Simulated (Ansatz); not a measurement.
A plane-wave DFT run in Ansatz 0.2.0 (scalar-relativistic PAW potentials unless the input names others): input and command.

```yaml
crystal:
  lattice:
    - [0.0, 5.3439146667, 5.3439146667]
    - [5.3439146667, 0.0, 5.3439146667]
    - [5.3439146667, 5.3439146667, 0.0]
  atoms:
    - { symbol: Na, position: [0.7378366321, 0.7621633679, 0.7378366321] }
    - { symbol: Na, position: [0.2378366321, 0.2621633679, 0.2378366321] }
    - { symbol: Li, position: [0.4984330371, 0.5015669629, 0.4984330371] }
    - { symbol: Tl, position: [-0.0002737426, 0.0002737426, -0.0002737426] }
    - { symbol: Br, position: [0.7478600197, 0.2521399803, 0.2559427111] }
    - { symbol: Br, position: [0.2559427111, 0.2521399803, 0.7478600197] }
    - { symbol: Br, position: [0.2559427111, 0.7440572889, 0.7478600197] }
    - { symbol: Br, position: [0.2541563679, 0.7458436321, 0.2541563679] }
    - { symbol: Br, position: [0.7460736765, 0.2539263235, 0.7460736765] }
    - { symbol: Br, position: [0.7478600197, 0.7440572889, 0.2559427111] }
basis:
  ecutwfc: 420
kpoints:
  mp_grid: { grid: [6, 6, 6] }
hamiltonian:
  xc: pbesol
  hubbard: { sites: [{ species: Na, l: f, u_eff: 30.0 }] }
scf:
  occupations: { method: gaussian, width: 0.05 }
  max_iter: 50
output:
  forces: true
  eigenvalues: true
  stress: true
```

```bash
ansatz run input.yaml --threads 2 --pin off --max-ram 5120MiB --backend cpu --events-out ev --progress --plain --runs-dir out
```

Will this input run?

The program refuses it, because of a U on a shell that isn't there (hamiltonian.hubbard: not typed → {"sites": [{"species": "Na", "l": "f", "u_eff": 30.0}]}). Without that key it is accepted.

Abridged log:
```
Error: inconsistent input (hamiltonian.hubbard.sites[].l, hamiltonian.hubbard.sites[].shell): the file of Na doesn't list 4f, and it can't be added: PBE doesn't bind the shell 4f of the free atom, whose level lies at +0.97 eV. Type an atom or ion with it (hamiltonian.pseudopotentials.projection_atoms), take another file or name another shell
```